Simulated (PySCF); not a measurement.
# H₄ClO+, an ion with solvent molecules: interaction energy, part 2 of 3

PySCF 2.14.0. Atoms count from 0, parts from 1. Earlier steps stand in the parts before.

### Step 5. Coupled-cluster interaction energy: CCSD(T) and MP2, 2.04 Å

Job settings and geometry (Å):

```
{"job": {"kind": "intercc", "basis": "aug-cc-pVDZ", "basis_mid": "aug-cc-pVTZ", "basis_large": "aug-cc-pVQZ"}, "charge": 1, "multiplicity": 1, "parts": [{"atoms": "0-3", "charge": 1, "multiplicity": 1}, {"atoms": "4-5", "charge": 0, "multiplicity": 1}]}
O      0.115489     0.055505     0.111959
H     -0.573759     0.747355    -0.256962
H     -0.168989    -0.865542    -0.029719
H      1.014177     0.199041    -0.236166
Cl    -1.924735     2.100404    -0.963458
H     -2.327831     2.587664     0.161319
```

With the program's defaults for keys left out, this is: CCSD(T)/aug-cc-pVDZ and MP2/aug-cc-pVTZ, aug-cc-pVQZ counterpoise interaction energy, frozen core, gas phase.

The program printed:

```text
part 1, own basis, geometry of the cluster: E = -76.3347114181 (as before)

part 2, own basis, geometry of the cluster: E = -460.1072889825 (as before)

part 1, own basis, relaxed alone: E = -76.3397526819 (as before)

part 2, own basis, relaxed alone: E = -460.1075273117 (as before)

cluster
final grid: 5192 points
cycle   1  E = -536.4609477039  dE = -2.180e-02  |g| = 7.021e-02  |ddm| = 5.848e-01
cycle   2  E = -536.4630838605  dE = -2.136e-03  |g| = 2.311e-02  |ddm| = 1.507e-01
cycle   3  E = -536.4633866040  dE = -3.027e-04  |g| = 9.468e-03  |ddm| = 4.368e-02
cycle   4  E = -536.4634547534  dE = -6.815e-05  |g| = 1.511e-03  |ddm| = 3.163e-02
cycle   5  E = -536.4634562604  dE = -1.507e-06  |g| = 3.994e-04  |ddm| = 3.916e-03
cycle   6  E = -536.4634563268  dE = -6.643e-08  |g| = 1.381e-04  |ddm| = 7.396e-04
cycle   7  E = -536.4634563349  dE = -8.106e-09  |g| = 3.559e-05  |ddm| = 2.589e-04
cycle   8  E = -536.4634563357  dE = -7.318e-10  |g| = 9.485e-06  |ddm| = 7.118e-05
converged SCF energy = -536.4634563357

part 1 in the basis of the cluster
final grid: 5192 points
cycle   1  E = -76.3347725213  dE = -6.313e-05  |g| = 1.493e-03  |ddm| = 2.230e-01
cycle   2  E = -76.3347731429  dE = -6.216e-07  |g| = 1.690e-04  |ddm| = 2.045e-02
cycle   3  E = -76.3347731527  dE = -9.723e-09  |g| = 1.233e-05  |ddm| = 2.460e-03
cycle   4  E = -76.3347731527  dE = -7.159e-11  |g| = 3.450e-06  |ddm| = 8.723e-05
converged SCF energy = -76.3347731527

part 2 in the basis of the cluster
final grid: 5192 points
cycle   1  E = -460.1073715760  dE = -8.379e-05  |g| = 1.983e-03  |ddm| = 2.349e-01
cycle   2  E = -460.1073730489  dE = -1.473e-06  |g| = 3.045e-04  |ddm| = 3.160e-02
cycle   3  E = -460.1073730956  dE = -4.670e-08  |g| = 2.709e-05  |ddm| = 5.750e-03
cycle   4  E = -460.1073730961  dE = -4.826e-10  |g| = 6.092e-06  |ddm| = 2.743e-04
converged SCF energy = -460.1073730961

Interaction energy (kcal/mol)
  counterpoise      -16.353
  uncorrected       -17.115
  dispersion part     0.000
  deformation         2.098
  binding           -14.254

Decomposition of the uncorrected value (kcal/mol)
  electrostatic      -9.032
  Pauli              10.821
  orbital           -15.255
  dispersion          0.000
  correlation        -3.650

Charge of each part in the cluster: 0.941 0.059
part 1, own basis, geometry of the cluster: E = -76.3403041214 (as before)

part 2, own basis, geometry of the cluster: E = -460.1110454177 (as before)

part 1, own basis, relaxed alone: E = -76.3454431718 (as before)

part 2, own basis, relaxed alone: E = -460.1113072614 (as before)

cluster
final grid: 5192 points
cycle   1  E = -536.4702308475  dE = -2.171e-02  |g| = 7.376e-02  |ddm| = 6.566e-01
cycle   2  E = -536.4723935151  dE = -2.163e-03  |g| = 2.504e-02  |ddm| = 1.384e-01
cycle   3  E = -536.4726969034  dE = -3.034e-04  |g| = 1.000e-02  |ddm| = 4.769e-02
cycle   4  E = -536.4727744986  dE = -7.760e-05  |g| = 1.587e-03  |ddm| = 3.391e-02
cycle   5  E = -536.4727761311  dE = -1.632e-06  |g| = 4.120e-04  |ddm| = 4.386e-03
cycle   6  E = -536.4727762072  dE = -7.610e-08  |g| = 1.458e-04  |ddm| = 8.243e-04
cycle   7  E = -536.4727762163  dE = -9.157e-09  |g| = 4.021e-05  |ddm| = 2.932e-04
cycle   8  E = -536.4727762172  dE = -8.440e-10  |g| = 1.045e-05  |ddm| = 8.096e-05
converged SCF energy = -536.4727762172

part 1 in the basis of the cluster
final grid: 5192 points
cycle   1  E = -76.3403217375  dE = -1.986e-05  |g| = 7.862e-04  |ddm| = 2.426e-01
cycle   2  E = -76.3403218886  dE = -1.511e-07  |g| = 7.773e-05  |ddm| = 1.965e-02
cycle   3  E = -76.3403218905  dE = -1.856e-09  |g| = 4.573e-06  |ddm| = 2.064e-03
cycle   4  E = -76.3403218905  dE = -6.310e-12  |g| = 1.901e-06  |ddm| = 5.031e-05
converged SCF energy = -76.3403218905

part 2 in the basis of the cluster
final grid: 5192 points
cycle   1  E = -460.1110720525  dE = -2.727e-05  |g| = 1.025e-03  |ddm| = 3.251e-01
cycle   2  E = -460.1110724964  dE = -4.439e-07  |g| = 1.483e-04  |ddm| = 3.960e-02
cycle   3  E = -460.1110725090  dE = -1.257e-08  |g| = 1.283e-05  |ddm| = 6.306e-03
cycle   4  E = -460.1110725091  dE = -1.079e-10  |g| = 2.187e-06  |ddm| = 2.530e-04
converged SCF energy = -460.1110725091

Interaction energy (kcal/mol)
  counterpoise      -16.586
  uncorrected       -17.021
  dispersion part     0.000
  deformation         2.223
  binding           -14.363

Decomposition of the uncorrected value (kcal/mol)
  electrostatic      -9.004
  Pauli              10.779
  orbital           -15.222
  dispersion          0.000
  correlation        -3.573

Charge of each part in the cluster: 0.941 0.059
part 1 in the basis of the cluster: E(HF) = -76.312976281  E2 = -0.214413864  E(CCSD corr) = -0.225073750  (T) = -0.004493068
part 2 in the basis of the cluster: E(HF) = -460.092857278  E2 = -0.160396371  E(CCSD corr) = -0.176953257  (T) = -0.004098824
cluster: E(HF) = -536.426436059  E2 = -0.378563775  E(CCSD corr) = -0.404659855  (T) = -0.009270260

Counterpoise interaction energy (kcal/mol)
  hf_small                 -12.928
  mp2_small                -15.284
  ccsd_small               -14.580
  ccsdt_small              -15.006
  hf_large                 -13.417
  mp2_large                -16.586
  hf_middle                -13.372
  mp2_middle               -16.353
  scs_mp2_large            -15.774
  mp2_limit                -16.724
  ccsdt_less_mp2             0.278
  ccsdt_limit_estimate     -16.446
  bsse_mp2_large             0.434
```

It took 56 s on 1 thread of Arm Neoverse N1, shared host; peak memory 0.58 GiB.

Contacts at this geometry (a selection, picked against the atoms' radii; other short pairs can be missing):

```csv
atoms,distance (Å),kind (by distance and angle),angle (°)
H1···Cl4,2.04,hydrogen bond,180
```

Differences are taken before rounding.

```csv
method,interaction energy (kcal/mol),"from CCSD(T), limit estimate (kcal/mol)"
HF/aug-cc-pVDZ,-12.93,+3.52
MP2/aug-cc-pVDZ,-15.28,+1.16
CCSD/aug-cc-pVDZ,-14.58,+1.87
CCSD(T)/aug-cc-pVDZ,-15.01,+1.44
HF/aug-cc-pVQZ,-13.42,+3.03
MP2/aug-cc-pVQZ,-16.59,-0.14
SCS-MP2/aug-cc-pVQZ,-15.77,+0.67
"MP2, extrapolated",-16.72,-0.28
"CCSD(T), limit estimate",-16.45,0
```

These energies keep the parts at their geometry in the cluster; deforming them to it costs 2.22 kcal/mol (MP2).

### Step 6. Coupled-cluster interaction energy: CCSD(T) and MP2, 1.76 Å

The job, as its differences from that of step 5:

```diff
@@ -5,3 +5,3 @@
 H      1.014177     0.199041    -0.236166
-Cl    -1.924735     2.100404    -0.963458
-H     -2.327831     2.587664     0.161319
+Cl    -1.740511     1.915898    -0.867118
+H     -2.143607     2.403157     0.257659
```

Method: CCSD(T)/aug-cc-pVDZ and MP2/aug-cc-pVTZ, aug-cc-pVQZ counterpoise interaction energy, frozen core, gas phase.

The program printed:

```text
part 1, own basis, geometry of the cluster: E = -76.3347114181 (as before)

part 2, own basis, geometry of the cluster: E = -460.1072889825 (as before)

part 1, own basis, relaxed alone: E = -76.3397526819 (as before)

part 2, own basis, relaxed alone: E = -460.1075273117 (as before)

cluster
final grid: 5192 points
cycle   1  E = -536.4564639938  dE = -3.855e-02  |g| = 9.718e-02  |ddm| = 8.717e-01
cycle   2  E = -536.4601394555  dE = -3.675e-03  |g| = 3.178e-02  |ddm| = 2.090e-01
cycle   3  E = -536.4606576452  dE = -5.182e-04  |g| = 1.315e-02  |ddm| = 5.945e-02
cycle   4  E = -536.4607743860  dE = -1.167e-04  |g| = 2.112e-03  |ddm| = 4.173e-02
cycle   5  E = -536.4607775031  dE = -3.117e-06  |g| = 4.291e-04  |ddm| = 5.577e-03
cycle   6  E = -536.4607776185  dE = -1.154e-07  |g| = 1.387e-04  |ddm| = 9.678e-04
cycle   7  E = -536.4607776289  dE = -1.041e-08  |g| = 4.226e-05  |ddm| = 2.974e-04
cycle   8  E = -536.4607776297  dE = -8.166e-10  |g| = 1.331e-05  |ddm| = 7.796e-05
converged SCF energy = -536.4607776297

part 1 in the basis of the cluster
final grid: 5192 points
cycle   1  E = -76.3347894697  dE = -8.104e-05  |g| = 1.738e-03  |ddm| = 2.867e-01
cycle   2  E = -76.3347902789  dE = -8.092e-07  |g| = 1.967e-04  |ddm| = 2.614e-02
cycle   3  E = -76.3347902916  dE = -1.276e-08  |g| = 1.403e-05  |ddm| = 3.081e-03
cycle   4  E = -76.3347902917  dE = -9.121e-11  |g| = 3.745e-06  |ddm| = 9.470e-05
converged SCF energy = -76.3347902917

part 2 in the basis of the cluster
final grid: 5192 points
cycle   1  E = -460.1073884629  dE = -1.008e-04  |g| = 2.141e-03  |ddm| = 3.218e-01
cycle   2  E = -460.1073901479  dE = -1.685e-06  |g| = 3.211e-04  |ddm| = 4.473e-02
cycle   3  E = -460.1073901999  dE = -5.199e-08  |g| = 2.939e-05  |ddm| = 7.943e-03
cycle   4  E = -460.1073902004  dE = -5.392e-10  |g| = 7.281e-06  |ddm| = 3.491e-04
converged SCF energy = -460.1073902004

Interaction energy (kcal/mol)
  counterpoise      -16.272
  uncorrected       -17.405
  dispersion part     0.000
  deformation         2.098
  binding           -14.173

Decomposition of the uncorrected value (kcal/mol)
  electrostatic     -12.447
  Pauli              27.557
  orbital           -26.895
  dispersion          0.000
  correlation        -5.620

Charge of each part in the cluster: 0.912 0.088
part 1, own basis, geometry of the cluster: E = -76.3403041214 (as before)

part 2, own basis, geometry of the cluster: E = -460.1110454177 (as before)

part 1, own basis, relaxed alone: E = -76.3454431718 (as before)

part 2, own basis, relaxed alone: E = -460.1113072614 (as before)

cluster
final grid: 5192 points
cycle   1  E = -536.4658009960  dE = -3.820e-02  |g| = 1.018e-01  |ddm| = 9.832e-01
cycle   2  E = -536.4694943543  dE = -3.693e-03  |g| = 3.418e-02  |ddm| = 1.918e-01
cycle   3  E = -536.4700121881  dE = -5.178e-04  |g| = 1.379e-02  |ddm| = 6.338e-02
cycle   4  E = -536.4701430606  dE = -1.309e-04  |g| = 2.212e-03  |ddm| = 4.360e-02
cycle   5  E = -536.4701464230  dE = -3.362e-06  |g| = 4.802e-04  |ddm| = 6.234e-03
cycle   6  E = -536.4701465649  dE = -1.419e-07  |g| = 1.477e-04  |ddm| = 1.128e-03
cycle   7  E = -536.4701465774  dE = -1.252e-08  |g| = 3.962e-05  |ddm| = 3.563e-04
cycle   8  E = -536.4701465782  dE = -8.278e-10  |g| = 1.401e-05  |ddm| = 8.639e-05
converged SCF energy = -536.4701465782

part 1 in the basis of the cluster
final grid: 5192 points
cycle   1  E = -76.3403259961  dE = -2.515e-05  |g| = 8.854e-04  |ddm| = 3.934e-01
cycle   2  E = -76.3403261812  dE = -1.851e-07  |g| = 8.637e-05  |ddm| = 3.136e-02
cycle   3  E = -76.3403261834  dE = -2.258e-09  |g| = 4.975e-06  |ddm| = 3.292e-03
cycle   4  E = -76.3403261834  dE = -8.697e-12  |g| = 1.749e-06  |ddm| = 9.588e-05
converged SCF energy = -76.3403261834

part 2 in the basis of the cluster
final grid: 5192 points
cycle   1  E = -460.1110784192  dE = -3.362e-05  |g| = 1.136e-03  |ddm| = 4.043e-01
cycle   2  E = -460.1110789306  dE = -5.114e-07  |g| = 1.589e-04  |ddm| = 5.140e-02
cycle   3  E = -460.1110789448  dE = -1.412e-08  |g| = 1.424e-05  |ddm| = 8.150e-03
cycle   4  E = -460.1110789449  dE = -1.311e-10  |g| = 2.613e-06  |ddm| = 3.305e-04
converged SCF energy = -460.1110789449

Interaction energy (kcal/mol)
  counterpoise      -16.726
  uncorrected       -17.387
  dispersion part     0.000
  deformation         2.223
  binding           -14.503

Decomposition of the uncorrected value (kcal/mol)
  electrostatic     -12.454
  Pauli              27.356
  orbital           -26.700
  dispersion          0.000
  correlation        -5.589

Charge of each part in the cluster: 0.912 0.088
part 1 in the basis of the cluster: E(HF) = -76.313028976  E2 = -0.214477326  E(CCSD corr) = -0.225133010  (T) = -0.004500624
part 2 in the basis of the cluster: E(HF) = -460.092916051  E2 = -0.161019050  E(CCSD corr) = -0.177626656  (T) = -0.004169440
cluster: E(HF) = -536.423649450  E2 = -0.381205981  E(CCSD corr) = -0.406653697  (T) = -0.009576750

Counterpoise interaction energy (kcal/mol)
  hf_small                 -11.110
  mp2_small                -14.693
  ccsd_small               -13.553
  ccsdt_small              -14.122
  hf_large                 -11.760
  mp2_large                -16.726
  hf_middle                -11.670
  mp2_middle               -16.272
  scs_mp2_large            -15.460
  mp2_limit                -16.991
  ccsdt_less_mp2             0.570
  ccsdt_limit_estimate     -16.421
  bsse_mp2_large             0.661
```

Run time: 62 s. Hardware: 1 thread of Arm Neoverse N1, shared host; peak memory 0.58 GiB.

Contacts at this geometry (a selection, picked against the atoms' radii; other short pairs can be missing):

```csv
atoms,distance (Å),kind (by distance and angle),angle (°)
H1···Cl4,1.76,hydrogen bond,180
```

```csv
method,interaction energy (kcal/mol),"from CCSD(T), limit estimate (kcal/mol)"
HF/aug-cc-pVDZ,-11.11,+5.31
MP2/aug-cc-pVDZ,-14.69,+1.73
CCSD/aug-cc-pVDZ,-13.55,+2.87
CCSD(T)/aug-cc-pVDZ,-14.12,+2.30
HF/aug-cc-pVQZ,-11.76,+4.66
MP2/aug-cc-pVQZ,-16.73,-0.31
SCS-MP2/aug-cc-pVQZ,-15.46,+0.96
"MP2, extrapolated",-16.99,-0.57
"CCSD(T), limit estimate",-16.42,0
```

These energies keep the parts at their geometry in the cluster; deforming them to it costs 2.22 kcal/mol (MP2).

### Step 7. Coupled-cluster interaction energy: CCSD(T) and MP2, 2.32 Å

The job, as its differences from that of step 6:

```diff
@@ -5,3 +5,3 @@
 H      1.014177     0.199041    -0.236166
-Cl    -1.740511     1.915898    -0.867118
-H     -2.143607     2.403157     0.257659
+Cl    -2.108959     2.284911    -1.059798
+H     -2.512055     2.772170     0.064979
```

Method: CCSD(T)/aug-cc-pVDZ and MP2/aug-cc-pVTZ, aug-cc-pVQZ counterpoise interaction energy, frozen core, gas phase.

The program printed:

```text
part 1, own basis, geometry of the cluster: E = -76.3347114181 (as before)

part 2, own basis, geometry of the cluster: E = -460.1072889825 (as before)

part 1, own basis, relaxed alone: E = -76.3397526819 (as before)

part 2, own basis, relaxed alone: E = -460.1075273117 (as before)

cluster
final grid: 5192 points
cycle   1  E = -536.4590252821  dE = -1.300e-02  |g| = 5.278e-02  |ddm| = 4.720e-01
cycle   2  E = -536.4603264653  dE = -1.301e-03  |g| = 1.735e-02  |ddm| = 1.198e-01
cycle   3  E = -536.4605106193  dE = -1.842e-04  |g| = 7.015e-03  |ddm| = 3.429e-02
cycle   4  E = -536.4605524902  dE = -4.187e-05  |g| = 1.098e-03  |ddm| = 2.491e-02
cycle   5  E = -536.4605532581  dE = -7.679e-07  |g| = 3.273e-04  |ddm| = 2.945e-03
cycle   6  E = -536.4605532972  dE = -3.909e-08  |g| = 9.858e-05  |ddm| = 5.842e-04
cycle   7  E = -536.4605533014  dE = -4.218e-09  |g| = 2.603e-05  |ddm| = 1.896e-04
cycle   8  E = -536.4605533018  dE = -3.948e-10  |g| = 7.121e-06  |ddm| = 5.081e-05
converged SCF energy = -536.4605533018

part 1 in the basis of the cluster
final grid: 5192 points
cycle   1  E = -76.3347596737  dE = -4.901e-05  |g| = 1.289e-03  |ddm| = 1.990e-01
cycle   2  E = -76.3347601566  dE = -4.829e-07  |g| = 1.470e-04  |ddm| = 1.928e-02
cycle   3  E = -76.3347601642  dE = -7.605e-09  |g| = 1.063e-05  |ddm| = 2.430e-03
cycle   4  E = -76.3347601642  dE = -5.582e-11  |g| = 2.332e-06  |ddm| = 9.034e-05
converged SCF energy = -76.3347601642

part 2 in the basis of the cluster
final grid: 5192 points
cycle   1  E = -460.1073599520  dE = -7.200e-05  |g| = 1.828e-03  |ddm| = 2.015e-01
cycle   2  E = -460.1073612335  dE = -1.282e-06  |g| = 2.810e-04  |ddm| = 2.602e-02
cycle   3  E = -460.1073612742  dE = -4.061e-08  |g| = 2.536e-05  |ddm| = 4.630e-03
cycle   4  E = -460.1073612746  dE = -4.356e-10  |g| = 5.241e-06  |ddm| = 2.265e-04
converged SCF energy = -460.1073612746

Interaction energy (kcal/mol)
  counterpoise      -13.425
  uncorrected       -13.962
  dispersion part     0.000
  deformation         2.098
  binding           -11.326

Decomposition of the uncorrected value (kcal/mol)
  electrostatic      -6.684
  Pauli               4.156
  orbital            -9.115
  dispersion          0.000
  correlation        -2.319

Charge of each part in the cluster: 0.962 0.038
part 1, own basis, geometry of the cluster: E = -76.3403041214 (as before)

part 2, own basis, geometry of the cluster: E = -460.1110454177 (as before)

part 1, own basis, relaxed alone: E = -76.3454431718 (as before)

part 2, own basis, relaxed alone: E = -460.1113072614 (as before)

cluster
final grid: 5192 points
cycle   1  E = -536.4683109503  dE = -1.306e-02  |g| = 5.580e-02  |ddm| = 4.762e-01
cycle   2  E = -536.4696415179  dE = -1.331e-03  |g| = 1.900e-02  |ddm| = 1.105e-01
cycle   3  E = -536.4698274135  dE = -1.859e-04  |g| = 7.459e-03  |ddm| = 3.891e-02
cycle   4  E = -536.4698755998  dE = -4.819e-05  |g| = 1.163e-03  |ddm| = 2.785e-02
cycle   5  E = -536.4698764424  dE = -8.425e-07  |g| = 3.397e-04  |ddm| = 3.311e-03
cycle   6  E = -536.4698764869  dE = -4.449e-08  |g| = 1.078e-04  |ddm| = 6.702e-04
cycle   7  E = -536.4698764919  dE = -4.997e-09  |g| = 2.956e-05  |ddm| = 2.210e-04
cycle   8  E = -536.4698764923  dE = -4.734e-10  |g| = 7.882e-06  |ddm| = 6.173e-05
converged SCF energy = -536.4698764923

part 1 in the basis of the cluster
final grid: 5192 points
cycle   1  E = -76.3403190745  dE = -1.587e-05  |g| = 6.953e-04  |ddm| = 1.764e-01
cycle   2  E = -76.3403191995  dE = -1.250e-07  |g| = 6.979e-05  |ddm| = 1.468e-02
cycle   3  E = -76.3403192010  dE = -1.544e-09  |g| = 3.855e-06  |ddm| = 1.552e-03
cycle   4  E = -76.3403192010  dE = -5.144e-12  |g| = 1.438e-06  |ddm| = 3.315e-05
converged SCF energy = -76.3403192010

part 2 in the basis of the cluster
final grid: 5192 points
cycle   1  E = -460.1110675927  dE = -2.274e-05  |g| = 9.467e-04  |ddm| = 2.527e-01
cycle   2  E = -460.1110679766  dE = -3.839e-07  |g| = 1.383e-04  |ddm| = 2.957e-02
cycle   3  E = -460.1110679876  dE = -1.101e-08  |g| = 1.195e-05  |ddm| = 4.693e-03
cycle   4  E = -460.1110679877  dE = -9.783e-11  |g| = 1.909e-06  |ddm| = 2.037e-04
converged SCF energy = -460.1110679877

Interaction energy (kcal/mol)
  counterpoise      -13.550
  uncorrected       -13.833
  dispersion part     0.000
  deformation         2.223
  binding           -11.328

Decomposition of the uncorrected value (kcal/mol)
  electrostatic      -6.627
  Pauli               4.176
  orbital            -9.175
  dispersion          0.000
  correlation        -2.207

Charge of each part in the cluster: 0.962 0.038
part 1 in the basis of the cluster: E(HF) = -76.312945193  E2 = -0.214373068  E(CCSD corr) = -0.225031818  (T) = -0.004487064
part 2 in the basis of the cluster: E(HF) = -460.092790363  E2 = -0.160078545  E(CCSD corr) = -0.176623654  (T) = -0.004065852
cluster: E(HF) = -536.423713450  E2 = -0.376847648  E(CCSD corr) = -0.403378038  (T) = -0.009025243

Counterpoise interaction energy (kcal/mol)
  hf_small                 -11.281
  mp2_small                -12.785
  ccsd_small               -12.362
  ccsdt_small              -12.659
  hf_large                 -11.602
  mp2_large                -13.550
  hf_middle                -11.566
  mp2_middle               -13.425
  scs_mp2_large            -13.040
  mp2_limit                -13.616
  ccsdt_less_mp2             0.126
  ccsdt_limit_estimate     -13.489
  bsse_mp2_large             0.283
```

Run time: 59 s. Hardware: 1 thread of Arm Neoverse N1, shared host; peak memory 0.59 GiB.

Contacts at this geometry (a selection, picked against the atoms' radii; other short pairs can be missing):

```csv
atoms,distance (Å),kind (by distance and angle),angle (°)
H1···Cl4,2.32,hydrogen bond,180
```

Differences are taken before rounding.

```csv
method,interaction energy (kcal/mol),"from CCSD(T), limit estimate (kcal/mol)"
HF/aug-cc-pVDZ,-11.28,+2.21
MP2/aug-cc-pVDZ,-12.78,+0.70
CCSD/aug-cc-pVDZ,-12.36,+1.13
CCSD(T)/aug-cc-pVDZ,-12.66,+0.83
HF/aug-cc-pVQZ,-11.60,+1.89
MP2/aug-cc-pVQZ,-13.55,-0.06
SCS-MP2/aug-cc-pVQZ,-13.04,+0.45
"MP2, extrapolated",-13.62,-0.13
"CCSD(T), limit estimate",-13.49,0
```

These energies keep the parts at their geometry in the cluster; deforming them to it costs 2.22 kcal/mol (MP2).

(Continued in part 3 of 3.)
